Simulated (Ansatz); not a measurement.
Ti2CuSb3 (P-4m2)

All numbers below come from Ansatz 0.2.0, DFT PBEsol, scalar-relativistic, plane waves, PAW.

Settings: cutoff 420 eV, Γ-centred mesh 10×10×6 on the computed 6-atom cell, Gaussian smearing of 0.10 eV; no spin polarisation.

The structure is relaxed at this level of theory with its symmetry kept. Whether it is the stable form of this composition wasn't checked.

```
Ti Cu Sb
1.0
     3.74872    0.00000    0.00000
     0.00000    3.74872    0.00000
     0.00000    0.00000    8.17143
Ti Cu Sb
2 1 3
Direct
  0.00000 0.50000 0.73750
  0.50000 0.00000 0.26250
  0.00000 0.00000 0.00000
  0.00000 0.50000 0.37514
  0.50000 0.00000 0.62486
  0.50000 0.50000 0.00000
```

| Item | Value |
| --- | --- |
| Space group | P-4m2 (No. 115) |
| Volume per atom | 129.2 bohr³ |
| Formation energy from the elements' standard states (uncorrected) | -0.356 eV/atom |
| Kohn–Sham band gap | none (metal) |
| Density of states at the Fermi level | 5.35 states/eV per cell |
| Löwdin character within 0.5 eV of the Fermi level | Ti 3d 68 %, Sb 5p 17 %, unprojected 6 % |
| Bulk modulus | 105 GPa |
| Its pressure derivative | 4.5 |
| Bader charges (e) | Ti (2 in the cell) 1.14, Cu (1 in the cell) -0.34, Sb (2 in the cell) -0.72, Sb (1 in the cell) -0.49 |

Spin-orbit coupling is left out, which matters for the bands of heavy elements.